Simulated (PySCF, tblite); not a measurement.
# CH₃NO, a complex of two parts: NMR shifts, interaction energy, infrared bands, spin-spin couplings and core binding energies

One table from this session's results is given with a row withheld; the runs are named, their logs left out.

Computed with tblite 0.8.0 and PySCF 2.14.0; each step states its level. No surroundings beyond the atoms listed, unless a continuum is named. Atoms count from 0, parts from 1.

## Starting point

6 atoms, charge 0, multiplicity 1; geometry: rigid parts in contact. Parts: 1 = atoms 0–3, `N`, charge 0; 2 = atoms 4–5, `[C-]#[O+]`, charge 0.

The first run:

What the job is given:

```
{"job": {"kind": "dock", "xc": "GFN2-xTB", "basis": "xTB"}, "charge": 0, "multiplicity": 1, "parts": [{"atoms": "0-3", "charge": 0, "multiplicity": 1}, {"atoms": "4-5", "charge": 0, "multiplicity": 1}]}
N      0.000989     0.000612     0.275127
H     -0.583502    -0.742360    -0.087910
H     -0.351467     0.875961    -0.092400
H      0.933979    -0.134213    -0.094817
C      2.861014     0.465503     0.783298
O      3.145053     0.793618     1.823715
```

Method: GFN2-xTB search for minima from random contacts, gas phase.

Launch:

```console
> OMP_NUM_THREADS=1 python cluster_run.py task.json out
```

The driver reads the jobs from task.json and runs them one after another.

Among the steps run: Bringing the parts together with GFN2-xTB; Relaxing the molecule at PBE0-D3(BJ)/def2-TZVPD; Shielding tensors: PBE0/pcSseg-2; Coupled-cluster interaction energy: CCSD(T) and MP2.

One of the session's tables, all rows but one given; the rest of the session is left out.

It belongs to the step «Coupled-cluster interaction energy: CCSD(T) and MP2». 

```
                 method  interaction energy (kcal/mol)
         HF/aug-cc-pVDZ                          -0.02
        MP2/aug-cc-pVDZ                          -0.80
       CCSD/aug-cc-pVDZ                              ?
    CCSD(T)/aug-cc-pVDZ                          -0.79
         HF/aug-cc-pVQZ                          -0.01
        MP2/aug-cc-pVQZ                          -0.95
    SCS-MP2/aug-cc-pVQZ                          -0.74
      MP2, extrapolated                          -0.98
CCSD(T), limit estimate                          -0.97
```

Estimate the missing values for CCSD/aug-cc-pVDZ.

The run gave: interaction energy (kcal/mol): -0.66. In the column «interaction energy (kcal/mol)» it lies between SCS-MP2/aug-cc-pVQZ (-0.74) and HF/aug-cc-pVDZ (-0.02).
